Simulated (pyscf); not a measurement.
PySCF, gas phase, ωB97X-D3(BJ)/def2-SVP geometries.

Problem. Estimate the classical barrier height and the reaction energy of O=Cr(=O)(F)–F + water (H₂O) -> O=Cr(OH)(OH)(F)–F at B3LYP-D3(BJ)/def2-TZVP. The step runs on the singlet surface, breaks H–O and forms Cr–O, H–O; take the separated reactants as zero.

Solution. ΔE‡ = 32.2 kcal/mol, ΔE = +16.2 kcal/mol. ωB97M-D3(BJ)/def2-TZVP gives 36.1 kcal/mol and +19.8 kcal/mol. Zero-point energy shifts the barrier by -0.5 kcal/mol. It is an addition across a multiple bond or ene-type step, with an imaginary mode of 1338i cm⁻¹. On the reactant side the descent ends in a complex (not fully relaxed), 4.4 kcal/mol under the separated species and 40.2 kcal/mol under the saddle at ωB97X-D3(BJ)/def2-TZVP. This is the saddle that the search found; another between the same sides may lie lower.
